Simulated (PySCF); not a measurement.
**C2HF (fluoroacetylene): levels of theory compared**

Wanted: a comparison of 5 runs (M06-2X/STO-6G, wB97X-V/STO-6G, UMP2/STO-6G, CCSDTQ/STO-6G, UCCSD(T)/STO-6G) of C2HF (fluoroacetylene). Input form: a Python script.

Program for the calculation: PySCF 2.14.0.

2 further runs of the same task are left out: 2 set aside as unsound or not needed.

### 1 The system as given

The species is C2HF (4 atoms), meant as a singlet with charge 0. SMILES: `C#CF`. The C2–F3 distance was set to 2.286 Å, away from the relaxed value. At this shape a bond of the SMILES string is far longer than usual.

Bond lengths: C1–C2 1.192 Å, C1–H4 1.063 Å. Angles: C2–C1–H4 180.0°. A long bond or contact: C2–F3 2.286 Å.

### 2 A single-point energy at M06-2X/STO-6G (run 1)

The input, run.py:

```python
from pyscf import gto, dft

mol = gto.Mole()
mol.atom = '''
C     -1.751570     2.198967    -1.407865
C     -0.496225     0.623029    -0.398694
F      1.909757    -2.398081     1.535025
H     -2.869910     3.604224    -2.306751
'''
mol.charge = 0
mol.verbose = 4
mol.basis = 'sto-6g'
mol.spin = 0
mol.unit = 'bohr'
mol.max_memory = 1860
mol.build()

mf = dft.RKS(mol, xc='m06-2x')
mf.grids.level = 5
mf.conv_tol = 1e-10
mf.kernel()
if not mf.converged:
    mf = mf.newton().run(mf.mo_coeff, mf.mo_occ)

e_final = mf.e_tot
print('E(%s) = %.9f' % ('M06-2X', e_final))
```

Started as:

```sh
OMP_NUM_THREADS=1 python run.py
```

What it wrote:

```text
PySCF version 2.14.0

[INPUT] num. atoms = 4
[INPUT] num. electrons = 22
[INPUT] charge = 0
[INPUT] spin (= nelec alpha-beta = 2S) = 0
[INPUT] symmetry False subgroup None
[INPUT] Mole.unit = bohr
[INPUT] Symbol           X                Y                Z      unit          X                Y                Z       unit  Magmom
[INPUT]  1 C     -0.926890927331   1.163643223965  -0.745010074052 AA   -1.751570000000   2.198967000000  -1.407865000000 Bohr   0.0
[INPUT]  2 C     -0.262590961489   0.329692748542  -0.210979778931 AA   -0.496225000000   0.623029000000  -0.398694000000 Bohr   0.0
[INPUT]  3 F      1.010599882795  -1.269009815140   0.812300248192 AA    1.909757000000  -2.398081000000   1.535025000000 Bohr   0.0
[INPUT]  4 H     -1.518690969391   1.907273203851  -1.220680060467 AA   -2.869910000000   3.604224000000  -2.306751000000 Bohr   0.0

nuclear repulsion = 42.1383673023483
number of shells = 10
number of NR pGTOs = 96
number of NR cGTOs = 16
basis = sto-6g
ecp = {}

[... 62 lines left out ...]
converged SCF energy = -175.520154107463
E(M06-2X) = -175.520154107
```

Run time: 5.7 s. Hardware: 1 thread of AMD EPYC 7R43 (Zen 3), shared host; peak memory 0.18 GiB.

### 3 The energy at wB97X-V/STO-6G (run 2)

The input, mol.xyz:

```xyz
4
C2HF
C     -0.926891     1.163643    -0.745010
C     -0.262591     0.329693    -0.210980
F      1.010600    -1.269010     0.812300
H     -1.518691     1.907273    -1.220680
```

The input, run.py:

```python
from pyscf import gto, dft

mol = gto.M(
    atom='mol.xyz',
    basis='sto-6g',
    verbose=4,
    charge=0,
    max_memory=1860,
)

myscf = dft.RKS(mol, xc='wb97x-v')
myscf.conv_tol = 1e-10
myscf.grids.level = 5
myscf.nlcgrids.level = 1
myscf.kernel()
if not myscf.converged:
    myscf = myscf.newton().run(myscf.mo_coeff, myscf.mo_occ)

e_final = myscf.e_tot
print(f'total energy: {e_final:.8f} hartree')
```

Started as:

```sh
OMP_NUM_THREADS=1 python run.py
```

What it wrote:

```text
PySCF version 2.14.0

[INPUT] num. atoms = 4
[INPUT] num. electrons = 22
[INPUT] charge = 0
[INPUT] spin (= nelec alpha-beta = 2S) = 0
[INPUT] symmetry False subgroup None
[INPUT] Mole.unit = angstrom
[INPUT] Symbol           X                Y                Z      unit          X                Y                Z       unit  Magmom
[INPUT]  1 C     -0.926891000000   1.163643000000  -0.745010000000 AA   -1.751570137324   2.198966576767  -1.407864860062 Bohr   0.0
[INPUT]  2 C     -0.262591000000   0.329693000000  -0.210980000000 AA   -0.496225072776   0.623029475186  -0.398694417761 Bohr   0.0
[INPUT]  3 F      1.010600000000  -1.269010000000   0.812300000000 AA    1.909757221485  -2.398081349334   1.535024530984 Bohr   0.0
[INPUT]  4 H     -1.518691000000   1.907273000000  -1.220680000000 AA   -2.869910057842   3.604223614778  -2.306750885734 Bohr   0.0

nuclear repulsion = 42.1383716560878
number of shells = 10
number of NR pGTOs = 96
number of NR cGTOs = 16
basis = sto-6g
ecp = {}

[... 68 lines left out ...]
converged SCF energy = -175.541681666799
total energy: -175.54168167 hartree
```

Run time: 24 s. Hardware: 1 thread of AMD EPYC 7R43 (Zen 3), shared host; peak memory 0.18 GiB.

Runs 3 to 4 aren't shown in full; the table further down has their settings and results.

### 4 The energy at UCCSD(T)/STO-6G (run 5)

The input, start.xyz:

```xyz
4
C2HF
C     -0.926891     1.163643    -0.745010
C     -0.262591     0.329693    -0.210980
F      1.010600    -1.269010     0.812300
H     -1.518691     1.907273    -1.220680
```

The input, job.py:

```python
from pyscf import gto, cc

mol = gto.M(
    atom='start.xyz',
    verbose=3,
    max_memory=1860,
    spin=0,
    basis='sto-6g',
)

mf = mol.UHF()
mf.conv_tol = 1e-10
mf.kernel()
if not mf.converged:
    mf = mf.newton().run(mf.mo_coeff, mf.mo_occ)
for _ in range(3):
    mo, _, stable, _ = mf.stability(return_status=True)
    if stable:
        break
    mf.kernel(mf.make_rdm1(mo, mf.mo_occ))

mycc = cc.CCSD(mf, frozen=3)
mycc.kernel()
e_t = mycc.ccsd_t()
e_tot = mycc.e_tot + e_t
print(f'total energy: {e_tot:.8f} hartree')
```

Started as:

```sh
OMP_NUM_THREADS=1 python job.py
```

What it wrote:

```text
converged SCF energy = -174.671529806875  <S^2> = 5.2564254e-05  2S+1 = 1.0001051
<class 'pyscf.scf.uhf.UHF'> wavefunction has an internal instability
converged SCF energy = -174.859869190587  <S^2> = 1.4589298  2S+1 = 2.6145209
<class 'pyscf.scf.uhf.UHF'> wavefunction is stable in the internal stability analysis
E(UCCSD) = -175.0026218378754  E_corr = -0.1427526472886891
UCCSD(T) correction = -0.00127961914028026
total energy: -175.00390146 hartree
```

Wall time 1.6 s (1 thread of AMD EPYC 7R43 (Zen 3), shared host); peak memory 0.12 GiB.

### 5 All runs side by side

| run | level | nlc grid | integration grid | energy (Eh) | dipole moment (D) of the reference | HOMO energy (eV) | LUMO energy (eV) | wall time |
| --- | --- | --- | --- | --- | --- | --- | --- | --- |
| 1 | M06-2X/STO-6G | – | 5 | -175.520154 | 0.15 | -8.24 | -2.15 | 5.7 s |
| 2 | wB97X-V/STO-6G | 1 | 5 | -175.541682 | 0.09 | -9.33 | -0.96 | 24 s |
| 3 | UMP2/STO-6G | – | – | -174.948596 | 0.19 | -10.21 | 5.63 | 1.1 s |
| 4 | CCSDTQ/STO-6G | – | – | -175.014001 | 0.06 | -9.72 | 0.82 | 41 s |
| 5 | UCCSD(T)/STO-6G | – | – | -175.003901 | 0.19 | -10.21 | 5.63 | 1.6 s |

### 6 Summary of results

```
                                          quantity          value
                               run 5: total energy  -175.00390 Eh
       run 5: dipole moment (Hartree–Fock density)         0.19 D
        run 5: HOMO energy (Hartree–Fock orbitals)      -10.21 eV
        run 5: LUMO energy (Hartree–Fock orbitals)        5.63 eV
      run 5: HOMO–LUMO gap (Hartree–Fock orbitals)       15.84 eV
run 5: correlation energy (3 core orbitals frozen)     -144.0 mEh
                             run 5: (T) correction      -1.28 mEh
          run 5: ⟨S²⟩ of the reference determinant          1.459
                              run 5: T1 diagnostic          0.058
```

**Reading.** Totals of different functionals can't be ranked against each other. In runs 1, 2, 3, 4, 5 the basis is minimal, so the values are rough. In runs 1, 2 a closed-shell determinant meets a far-stretched bond, which it describes badly. Spin contamination of the reference: run 3 ⟨S²⟩ = 1.46, run 5 ⟨S²⟩ = 1.46. Where it is this large, the reference is a mixture of spin states, and values that rest on it are in doubt. All runs together took 74 s, the longest 41 s.
